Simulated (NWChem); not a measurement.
**Correlation energy of B (-1)**

```
B
```
Charge -1, spin multiplicity 3.

Program: NWChem.

Basis set: aug-cc-pVTZ. Each correlation energy counts from its own Hartree-Fock reference.

The correlated methods keep 1 core orbital frozen. The stability of the SCF solutions was not checked. Open-shell Hartree-Fock references start from PBE0 orbitals. Coupled-cluster values serve here as a point of comparison, not as the truth.

For the correlation energy, UMP2 gives -63.3 mHa and SCS-UMP2 gives -63.9 mHa. What do CCSD on UHF, CCSD[T] on UHF, CCSD(T) on UHF give?

CCSD on UHF: -82.3 mHa; CCSD[T] on UHF: -86.0 mHa; CCSD(T) on UHF: -85.9 mHa.
